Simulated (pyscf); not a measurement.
Single points on ωB97X-D3(BJ)/def2-SVP structures (PySCF, gas phase).

Problem. Estimate by transition-state theory the rate constant of `[SiH2][SeH]` [doublet] + `[H][H]` → `[SiH3][SeH]` + `[H]` [doublet] (doublet surface; H–H broken, H–Si formed) at 900 K, with ωB97M-D3(BJ)/def2-TZVP energies (ideal gas, 1 atm, RRHO with modes under 100 cm⁻¹ raised to 100, one conformer, R ln 2 for chiral ones without a mode under 150 cm⁻¹; no tunnelling).

Solution. The electronic barrier is 18.3 kcal/mol and the thermal terms add +21.6, so ΔG‡ = 39.9 kcal/mol. With k_BT/h = 1.88e+13 s⁻¹ and RT = 1.788 kcal/mol, and a volume of 1.23e-19 cm³ per molecule at 1 atm, k = 4.8e-16 cm³ molecule⁻¹ s⁻¹. Wigner's tunnelling factor for 896i cm⁻¹ would be 1.09. A shift of 1 kcal/mol in the barrier changes k by a factor 1.7. •H₂Si–SeH lies 11.7 kcal/mol over its isomer H₃Si–Se• (electronic energy, ωB97M-D3(BJ)/def2-TZVP). This is the saddle that the search found; another between the same sides may lie lower. The angle at the transferred H is 180°. Elements up to Kr have no core potential and no relativistic terms here.
